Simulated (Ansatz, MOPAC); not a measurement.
Species: triplet methylene, CH₂ (charge 0, triplet). SMILES: [CH2]
Coordinates optimised at B3LYP-D3(BJ)/def2-TZVP (Ansatz, a quantum-chemistry and plane-wave program):
```
C
H 1 1.0782
H 1 1.0782 2 135.03
```
Charge 0, spin multiplicity 3.

Wanted: vertical ionisation energy to the doublet, in eV. Conventions: non-relativistic; each state is the SCF solution reached for its charge and spin; valence correlation only; 6-31G* and kin with 6d, 5d where marked; spin-orbit terms left out; UHF or UKS for open shells; no dispersion term unless named. CBS(X,Y): correlation extrapolated as X^-3; Hartree-Fock from the larger set. Ab initio and DFT rows: single points at B3LYP-D3(BJ) geometries (Ansatz). Semi-empirical rows: differences of heats of formation at the shared geometry for vertical values.

| species | coefficient | E at MP2/6-31G* (Ansatz), Eh | E at wB97X-V/def2-TZVPD (Ansatz), Eh | heat of formation at PM3 (MOPAC), kcal/mol |
|---|---|---|---|---|
| charge 1, doublet | +1 | -38.63488 | -38.76975 | 311.44 |
| charge 0, triplet | -1 | -39.00321 | -39.14742 | 72.75 |

Coupled cluster (Ansatz) is a level with limits of its own, used here on species with T1 under 0.025 (0.045 for open shells) and stable references: CCSD(T)/CBS(aug-cc-pVTZ,aug-cc-pVQZ). Value to compare with, CCSD(T)/CBS(aug-cc-pVTZ,aug-cc-pVQZ) (Ansatz): 10.40 eV. 1 Eh = 27.2114 eV and 1 eV = 23.0605 kcal/mol.

**Question.** Compute it at each level from the table, and compare with CCSD(T)/CBS(aug-cc-pVTZ,aug-cc-pVQZ) (Ansatz).

**Answer.** 
- MP2/6-31G*: the sum of coefficient times E is 0.36833 Eh, or 10.023 eV. Result: 10.02 eV. Its difference against CCSD(T)/CBS(aug-cc-pVTZ,aug-cc-pVQZ) (Ansatz) is -0.38 eV.
- wB97X-V/def2-TZVPD: the sum of coefficient times E is 0.37767 Eh, or 10.277 eV. Result: 10.28 eV. Its difference against CCSD(T)/CBS(aug-cc-pVTZ,aug-cc-pVQZ) (Ansatz) is -0.12 eV.
- PM3: the sum of coefficient times heat of formation is 238.69 kcal/mol, or 10.35 eV. Its difference against CCSD(T)/CBS(aug-cc-pVTZ,aug-cc-pVQZ) (Ansatz) is -0.05 eV.
